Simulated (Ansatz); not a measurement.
Two isomers of C4H7NO: A = `COCCC#N`, B = `C=C(C)C(N)=O`.

Computed with Ansatz on PBE0-D4/def2-TZVP structures; ΔE is electronic, products minus reactants. CBS: MP2 limit from def2 TZ/QZ plus the TZ coupled-cluster correction, frozen cores. Functionals use def2-TZVPP. B3LYP here is the variant with VWN-RPA as its local correlation; programs differ in this. Each species was taken in one conformer, which may not be the lowest.

Problem. Which is lower in electronic energy at CCSD(T)/CBS, and by how much? (An estimate is asked.)

Solution. The calculation gave: B, by 94.2 kJ/mol.

Problem. Give E(B) − E(A) in kJ/mol with CCSD(T)/def2-TZVPP, r2SCAN-D4, ωB97M-V, B3LYP, B2PLYP, PBE-D4, HF/def2-TZVPP. (An estimate is asked.)

Solution. Computed: CCSD(T)/def2-TZVPP -86.6, r2SCAN-D4 -118.9, ωB97M-V -100.8, B3LYP -103.6, B2PLYP -95.4, PBE-D4 -119.9, HF/def2-TZVPP -79.7. None reverses the order clearly.

Largest T1 diagnostic: 0.014.

From PBE to PBE0 (25 % exact exchange), in def2-TZVPP and without D4, E(B) − E(A) moves by +3.4 kJ/mol. In def2-TZVPP, CCSD(T) changes the Hartree–Fock value by −6.9 kJ/mol (the triples alone add −4.5 kJ/mol) and MP2 by −6.6 kJ/mol.
